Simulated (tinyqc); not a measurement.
Starting guesses with DIIS over 6 matrices: SCF starting guesses in the sto-3g basis, for NH3, spin multiplicity 1. Computed by the program tinyqc with PySCF. RHF with one setting changed at a time; a run stops when the energy changes by less than 1e-09 hartree and the error matrix is below 1e-5. Starts: the lowest orbitals of the core Hamiltonian, of the Wolfsberg-Helmholz matrix (K = 1.75), projected atomic densities, random orbitals, and the highest orbitals of the core Hamiltonian (a deliberately bad start).

Geometry (angstrom):
```
atom        x        y       z
N      0.0000   0.0000  0.5600
H      1.1160   0.0000  0.0000
H     -0.5580   0.9660  0.0000
H     -0.5580  -0.9660  0.0000
```

lowest restricted solution found by these runs and by PySCF = -55.363800 hartree

Largest element of the error matrix X^T (FDS - SDF) X:
```
iteration     core  Wolfsberg-Helmholz  atomic densities   random  highest core orbitals
1          5.8e-01             5.4e-01           7.4e-01  5.8e+00                2.9e-01
2          5.6e-01             1.6e-01           9.6e-02  4.2e-01                6.9e-01
3          9.5e-02             3.9e-02           2.6e-02  2.1e-01                7.3e-01
4          2.0e-02             1.0e-02           5.9e-03  2.7e-02                7.3e-01
5          6.7e-03             2.4e-03           1.9e-03  8.9e-03                7.3e-01
6          8.0e-04             1.1e-04           2.3e-04  2.9e-03                7.5e-01
8          4.5e-06             5.2e-08           4.7e-08  3.0e-05                3.3e-01
10               -                   -                 -  9.9e-07                2.0e-01
14               -                   -                 -        -                3.3e-04
```

How each run ends:
```
run                    iterations  E (hartree)         state
core                            9    -55.36380  lowest found
Wolfsberg-Helmholz              8    -55.36380  lowest found
atomic densities                8    -55.36380  lowest found
random                         10    -55.36380  lowest found
highest core orbitals          17    -55.36380  lowest found
```

What does the comparison show, and why?

5 of 5 runs reach the lowest restricted solution found, in 8 to 17 iterations (fastest: Wolfsberg-Helmholz, atomic densities). The first errors are 6e-01, 5e-01, 7e-01, 6e+00, 3e-01; the deliberately bad start has the smallest one, so a small first error does not mark a good start.
